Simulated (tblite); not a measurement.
Species: C3H4Cl (doublet state).
Cartesian coordinates in Å at the GFN2-xTB level; atoms count from 1:
```xyz
8
C3H4Cl angstrom
C      1.6563    0.0944   -0.1816
C      0.5449    0.1919    0.4661
C     -0.8142   -0.2352   -0.0530
Cl    -1.8783    1.1926   -0.2189
H      2.0256   -0.2451   -1.1201
H      0.5095    0.6182    1.4620
H     -0.7378   -0.6993   -1.0348
H     -1.2970   -0.9081    0.6557
```

Method: GFN2-xTB as coded in tblite; computed harmonic values from a numerical Hessian at the method's own geometry, unscaled. The method is semi-empirical: single wavenumbers can be off by several per cent or more. One conformer, not necessarily the lowest. Open shells enter through the occupations alone, without spin polarisation, and single modes of such species can be off by tens of per cent.

Harmonic wavenumbers (cm⁻¹): 79.7, 278.3, 347.6, 601.6, 691.2, 725.2, 878.3, 930.3, 970.6, 1099.9, 1193.5, 1233.5, 1413.0, 1713.2, 2970.0, 2993.8, 3013.2, 3203.2.

A = 21777, B = 3010, C = 2903 MHz; mass 75.000 u (most abundant isotopes); point group C1, symmetry number 1; spin multiplicity 2.

What is the zero-point energy?

Half the sum of the wavenumbers: 12168 cm⁻¹ = 34.79 kcal/mol.

Give the ideal-gas entropy at 298.15 K and 1 bar in the rigid-rotor, harmonic-oscillator model (classical rotation).

Translation 38.89, rotation 24.94, vibration 8.20, spin (R ln 2) 1.38: S = 73.4 cal/(mol K).

And Cp and H(298.15 K) − H(0)?

Cp = 18.07 cal/(mol K), of which vibrations give 10.12 (their classical limit is 18 R = 35.8); H(298.15 K) − H(0) = 3.74 kcal/mol without the zero-point energy, 1.37 from vibrations.

Which modes carry the vibrational entropy at 298.15 K?

79.7 cm⁻¹: 3.90; 278.3 cm⁻¹: 1.54; 347.6 cm⁻¹: 1.18; 601.6 cm⁻¹: 0.45; 691.2 cm⁻¹: 0.32; 725.2 cm⁻¹: 0.28 cal/(mol K); the other 12 give 0.54 together.

What must be added to the electronic energy to get the Gibbs energy at 298.15 K and 1 bar?

ZPE + [H(298.15 K) − H(0)] − T·S = 34.79 + 3.74 − 21.89 = 16.64 kcal/mol.

How do the functions run with temperature in this model?

| T (K) | S (cal/(mol K)) | Cp (cal/(mol K)) | H − H(0) (kcal/mol) | G − H(0) (kcal/mol) | ln q(vib) |
| --- | --- | --- | --- | --- | --- |
| 150 | 63.3 | 12.3 | 1.50 | -7.99 | 0.74 |
| 250 | 70.4 | 16.1 | 2.91 | -14.69 | 1.46 |
| 400 | 79.3 | 21.9 | 5.78 | -25.93 | 2.63 |
| 600 | 89.3 | 27.4 | 10.75 | -42.81 | 4.30 |
| 900 | 101.5 | 32.6 | 19.82 | -71.49 | 6.74 |

q(vib) and H(0) count from the zero-point level.

Hindered rotation and anharmonicity are outside this model. Other conformers, if any are populated, would add a mixing term that is left out. The structure is chiral; the term R ln 2 for an equal mix with its mirror image is left out.
